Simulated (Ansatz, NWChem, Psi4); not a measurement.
## Si3H8 (SMILES [SiH3][SiH2][SiH3]): the atomisation enthalpy at 298 K, rung by rung

The species is Si3H8 (11 atoms), meant as a singlet with charge 0. SMILES: `[SiH3][SiH2][SiH3]`. Geometry: relaxed at PBE0-D4/def2-TZVP.

Quantity: the atomisation enthalpy at 298 K, in kJ/mol. The values are calculated. The thermal term (zero-point and 298 K enthalpy, harmonic and unscaled) is that of B3LYP/6-31G*; the spin-orbit lowering of the free atoms at 298 K, 1.3 kJ/mol by their spectra, is taken off.

Measured value to compare with: CRC Handbook of Chemistry and Physics gives the atomisation enthalpy at 298 K of the gas as 2973 kJ/mol.

| level | kind | program | value (kJ/mol) | computed − measured |
| --- | --- | --- | --- | --- |
| HF/6-31G* (spherical functions) | Hartree–Fock | Ansatz | 2242 | -731 |
| SVWN5/6-31G* (spherical functions) | LDA | Ansatz | 3259 | +286 |
| r2SCAN/6-31G* (spherical functions) | meta-GGA | Ansatz | 2960 | -13 |
| B3LYP/6-31G* (spherical functions) | global hybrid | Ansatz | 2930 | -43 |
| wB97X/6-31G* (spherical functions) | range-separated hybrid | NWChem | 2989 | +16 |
| PBE-QIDH/6-31G* (spherical functions) | double hybrid | Ansatz | 2817 | -156 |
| MP3/6-31G* (spherical functions) | perturbation theory | NWChem | 2583 | -390 |
| CC3/6-31G* (spherical functions) | coupled cluster or CI | Psi4 | 2601 | -372 |
| CCSD(T)/6-31G* (spherical functions) | coupled cluster or CI | Ansatz | 2600 | -373 |

Nearest: r2SCAN/6-31G* (spherical functions) (-13 kJ/mol); farthest: HF/6-31G* (spherical functions) (-731 kJ/mol). Computed less measured by kind, in kJ/mol (6-31G* rows): Hartree–Fock -731; LDA +286; meta-GGA -13; global hybrid -43; range-separated hybrid +16; double hybrid -156; perturbation theory -390; coupled cluster or CI -373 to -372. In a finite basis correlated wave-function methods underbind, so their errors here aren't those of the basis-set limit. The measured heats of formation of B, Si, Al and metal atoms are uncertain by some kJ/mol each.
